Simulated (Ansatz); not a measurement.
**SiNH4+ (SMILES [NH2+]=[SiH2]): single points off equilibrium**

How do the functionals fare away from a minimum? The structure is a frame of a short trajectory.

Method: single points in def2-TZVPP; program: Ansatz 0.2.0, Gaussian basis.

Cores are frozen in the correlated methods.

## Step 1: The starting structure

SMILES `[NH2+]=[SiH2]`, 6 atoms, charge 1, spin multiplicity 1.

Atoms are counted from 1 here; the program's logs count them from 0.

Bond lengths: N1–Si2 1.683 Å, N1–H3 1.051 Å, N1–H4 0.993 Å, Si2–H5 1.486 Å, Si2–H6 1.580 Å. Angles: Si2–N1–H3 119.4°, Si2–N1–H4 117.8°, H3–N1–H4 122.7°, N1–Si2–H5 119.5°, N1–Si2–H6 114.0°, H5–Si2–H6 126.4°.

Coordinates:

```
N    -0.0100   -0.8470    0.2138
Si    0.0083    0.7848   -0.1989
H     0.4483   -1.5463   -0.4234
H    -0.4151   -1.0996    1.0845
H     0.4553    1.1910   -1.5570
H    -0.5622    1.7375    0.9253
```

## Step 2: PBE-D4/def2-TZVPP

Contents of run/in.yaml:

```yaml
crystal:
  periodic: [false, false, false]
  atoms:
    - {symbol: N, position_ang: [-0.010027, -0.847034, 0.213794]}
    - {symbol: Si, position_ang: [0.008253, 0.784798, -0.198895]}
    - {symbol: H, position_ang: [0.448283, -1.546269, -0.423364]}
    - {symbol: H, position_ang: [-0.415136, -1.099601, 1.084546]}
    - {symbol: H, position_ang: [0.455290, 1.191006, -1.556990]}
    - {symbol: H, position_ang: [-0.562195, 1.737477, 0.925283]}
basis:
  gaussian: {orbitals: def2-TZVPP}
total_charge: 1
hamiltonian: {xc: pbe, dispersion: d4}
output: {forces: true}
```

The run is started by

```console
$ ansatz run in.yaml --threads 2 --pin off --events-out ev --progress --plain --max-ram 3481MiB
```

## Step 3: r2SCAN-D4/def2-TZVPP

Changes to run/in.yaml since step 2:

```diff
@@ -12,3 +12,3 @@
 total_charge: 1
-hamiltonian: {xc: pbe, dispersion: d4}
+hamiltonian: {xc: r2scan, dispersion: d4}
 output: {forces: true}
```

## Step 4: PBE0-D4/def2-TZVPP

Changes to run/in.yaml since step 3:

```diff
@@ -12,3 +12,3 @@
 total_charge: 1
-hamiltonian: {xc: r2scan, dispersion: d4}
-output: {forces: true}
+hamiltonian: {xc: pbe0, dispersion: d4}
+output: {forces: true, orbitals: {seedname: orbitals}}
```

## Step 5: wB97M-V/def2-TZVPP

Changes to run/in.yaml since step 4:

```diff
@@ -12,3 +12,3 @@
 total_charge: 1
-hamiltonian: {xc: pbe0, dispersion: d4}
-output: {forces: true, orbitals: {seedname: orbitals}}
+hamiltonian: {xc: {name: wB97M-V}}
+output: {forces: true}
```

## Step 6: CCSD(T)/def2-TZVPP

Changes to run/in.yaml since step 5:

```diff
@@ -12,3 +12,3 @@
 total_charge: 1
-hamiltonian: {xc: {name: wB97M-V}}
+correlation: {method: ccsd_t}
 output: {forces: true}
```

(Steps that only read results are left out.)

What does the calculation give? Wanted: energy less free atoms, CCSD(T)/def2-TZVPP; RMS force component; RMS force error; HOMO and LUMO, PBE0-D4; T1 diagnostic.

As calculated:

| quantity | value |
| --- | --- |
| energy less free atoms, CCSD(T)/def2-TZVPP | -252.0 kcal/mol |
| RMS force component | 0.979 to 1.080 eV/Å over the methods |
| RMS force error | PBE-D4 0.162, r2SCAN-D4 0.067, PBE0-D4 0.107, wB97M-V 0.085 eV/Å |
| HOMO and LUMO, PBE0-D4 | -15.16 and -8.28 eV |
| T1 diagnostic | 0.017 |

In words: Against CCSD(T) the functionals' energies less atoms differ by -15.7 to -6.6 kcal/mol, PBE-D4 by -15.6 kcal/mol. CCSD(T) in triple zeta still lacks some correlation energy of the bonds, so part of these gaps is its own basis error and they don't rank the functionals. The forces of r2SCAN-D4 come nearest to CCSD(T), those of PBE-D4 are farthest. Frozen-core CCSD(T) forces in triple zeta carry basis errors of their own, and this is one geometry, so small gaps rank nothing.
